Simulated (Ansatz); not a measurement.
Geometry optimisation, Ansatz, UKS PBE-D4/6-31G*.

The input (input.yaml):

```yaml
crystal:
  periodic: [false, false, false]
  atoms:
    - { symbol: C, position_ang: [-0.64305, 0.46848, -0.33042] }
    - { symbol: Si, position_ang: [1.0218, -0.40085, -0.05334] }
    - { symbol: Cl, position_ang: [0.69886, -2.29637, 0.62608] }
    - { symbol: H, position_ang: [-0.49925, 1.48481, -0.68351] }
    - { symbol: H, position_ang: [-1.20871, 0.51447, 0.59923] }
    - { symbol: H, position_ang: [-1.25288, -0.05651, -1.06101] }
    - { symbol: H, position_ang: [1.88322, 0.28597, 0.90297] }
magnetization:
  spin_polarized: true
  initial_magnetization: 1
basis:
  gaussian: { orbitals: "6-31G*" }
hamiltonian:
  xc: pbe
  dispersion: d4
relax:
  f_tol: 0.015
  max_steps: 40
```

Run as:

```bash
$ ansatz run input.yaml --threads 1 --pin off --max-ram 2048MiB --backend cpu --events-out ev --progress --plain --runs-dir out
```

Where does it end, and by what steps?

The run converged. After 3 steps the energy has fallen by 0.068 eV; Si2 moved furthest, 0.04 Å.

```json
{"step": "0", "energy less start (eV)": "0.0000", "largest force component (eV/Å)": "1.135", "accepted": "yes"}
{"step": "1", "energy less start (eV)": "-0.0644", "largest force component (eV/Å)": "0.195", "accepted": "yes"}
{"step": "2", "energy less start (eV)": "-0.0680", "largest force component (eV/Å)": "0.023", "accepted": "yes"}
{"step": "3", "energy less start (eV)": "-0.0681", "largest force component (eV/Å)": "0.010", "accepted": "yes"}
```

```xyz
7
Properties=species:S:1:pos:R:3
C -0.645 0.469 -0.333
Si 1.019 -0.398 -0.096
Cl 0.699 -2.335 0.640
H -0.481 1.500 -0.690
H -1.196 0.511 0.624
H -1.266 -0.061 -1.072
H 1.870 0.314 0.926
```

Whether the end is a true minimum wasn't checked by a vibrational analysis.

The run took 23 s on 1 thread of Intel(R) Xeon(R) Processor @ 2.50GHz (Skylake/Cascade Lake), on a shared host, peak memory 0.15 GiB.
